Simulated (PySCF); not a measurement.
# H2O3 (SMILES OOO) at 3 levels

We compute a comparison of 3 runs (B2PLYP/STO-6G, M06-2X/STO-6G, SVWN5/STO-6G) of H2O3. Input form: a Python script.

The results are computed with PySCF 2.14.0.

5 further runs of the same task are left out: 5 set aside as unsound or not needed.

**1. The structure to begin with**

The species is H2O3 (5 atoms), meant as a singlet with charge 0. As SMILES, `OOO`. Geometry: relaxed at PBE0-D4/def2-TZVP. This is a higher conformer, about 11 kJ/mol above the lowest found by a separate search.

Bond lengths: O1–O2 1.403 Å, O2–O3 1.403 Å, O1–H4 0.968 Å, O3–H5 0.968 Å. Angles: O1–O2–O3 108.0°, O2–O1–H4 102.8°, O2–O3–H5 102.8°.

**2. A single-point energy at B2PLYP/STO-6G (run 1)**

run.py reads:

```python
from pyscf import gto, dft, mp

mol = gto.M(
    atom='''
O     -1.829860    -1.322752    -0.276146
O     -0.252562    -0.082354     1.455543
O      2.216819    -0.126328     0.493370
H     -2.476316     0.053290    -1.294821
H      2.341900     1.478144    -0.377926
''',
    max_memory=1860,
    spin=0,
    basis='sto-6g',
    verbose=3,
    unit='bohr',
)

mf = dft.RKS(mol)
mf.xc = '0.53*HF + 0.47*B88, 0.73*LYP'
mf.conv_tol = 1e-10
mf.grids.level = 5
mf.kernel()
if not mf.converged:
    mf = mf.newton().run(mf.mo_coeff, mf.mo_occ)

pt = mp.MP2(mf, frozen=3).run()
energy = mf.e_tot + 0.27 * pt.e_corr
print('PT2 part  %.8f' % (0.27 * pt.e_corr))
print('Final energy', energy)
```

Command:

```
$ OMP_NUM_THREADS=1 python run.py
```

The program printed:

```text
converged SCF energy = -225.40033285993
E(RMP2) = -225.560587092483  E_corr = -0.16025423255287
E(SCS-RMP2) = -225.577627553867  E_corr = -0.177294693936887
PT2 part  -0.04326864
Final energy -225.44360150271964
```

Run time: 3.3 s. Hardware: 1 thread of Arm Neoverse V1, shared host; peak memory 0.19 GiB.

**3. A single-point energy at M06-2X/STO-6G (run 2)**

input.py reads:

```python
from pyscf import gto, dft

mol = gto.M(
    atom='''
O     -0.968320    -0.699970    -0.146130
O     -0.133650    -0.043580     0.770240
O      1.173090    -0.066850     0.261080
H     -1.310410     0.028200    -0.685190
H      1.239280     0.782200    -0.199990
''',
    max_memory=1860,
    basis='sto-6g',
    verbose=3,
)

myscf = dft.RKS(mol, xc='m06-2x')
myscf.grids.level = 5
myscf.conv_tol = 1e-10
myscf.kernel()
if not myscf.converged:
    myscf = myscf.newton().run(myscf.mo_coeff, myscf.mo_occ)

etot = myscf.e_tot
print('E(%s) = %.9f' % ('M06-2X', etot))
```

Command:

```
$ OMP_NUM_THREADS=1 python input.py
```

The program printed:

```text
converged SCF energy = -225.671435012141
E(M06-2X) = -225.671435012
```

Wall time 3.9 s (1 thread of Arm Neoverse V1, shared host); peak memory 0.19 GiB.

**4. A single-point energy at SVWN5/STO-6G (run 3)**

input.py reads:

```python
# OOO
from pyscf import gto, dft

system = gto.M(
    atom='''
O     -0.968320    -0.699970    -0.146130
O     -0.133650    -0.043580     0.770240
O      1.173090    -0.066850     0.261080
H     -1.310410     0.028200    -0.685190
H      1.239280     0.782200    -0.199990
''',
    verbose=3,
    basis='sto-6g',
    max_memory=1860,
)

mf = dft.RKS(system)
mf.xc = 'svwn'
mf.grids.level = 5
mf.conv_tol = 1e-10
mf.kernel()
if not mf.converged:
    mf = mf.newton().run(mf.mo_coeff, mf.mo_occ)

e_tot = mf.e_tot
print(f'total energy: {e_tot:.8f} hartree')
```

Command:

```
$ OMP_NUM_THREADS=1 python input.py
```

The program printed:

```text
converged SCF energy = -224.080803868122
total energy: -224.08080387 hartree
```

Run time: 2.6 s. Hardware: 1 thread of Arm Neoverse V1, shared host; peak memory 0.14 GiB.

**5. The series**

```
run          level  frozen core orbitals  energy (Eh)  dipole moment (D)  HOMO energy (eV)  LUMO energy (eV)  wall time
  1  B2PLYP/STO-6G                     3  -225.443602               2.83             -6.94              7.46      3.3 s
  2  M06-2X/STO-6G                     –  -225.671435               2.86             -6.69              6.83      3.9 s
  3   SVWN5/STO-6G                     –  -224.080804               2.79             -2.23              3.57      2.6 s
```

**6. What came out**

| quantity | value |
| --- | --- |
| run 3: total energy | -224.08080 Eh |
| run 3: dipole moment | 2.79 D |
| run 3: HOMO energy | -2.23 eV |
| run 3: LUMO energy | 3.57 eV |
| run 3: HOMO–LUMO gap | 5.80 eV |

In words: The dipole moment (its size) runs from 2.79 D (SVWN5/STO-6G) to 2.86 D (M06-2X/STO-6G). The HOMO–LUMO gap runs from 5.80 eV (SVWN5/STO-6G) to 14.40 eV (B2PLYP/STO-6G). A double hybrid's value is that of its SCF part. Totals of different functionals can't be ranked against each other. In runs 1, 2, 3 the basis is minimal, so the values are rough. All runs together took 9.8 s, the longest 3.9 s.
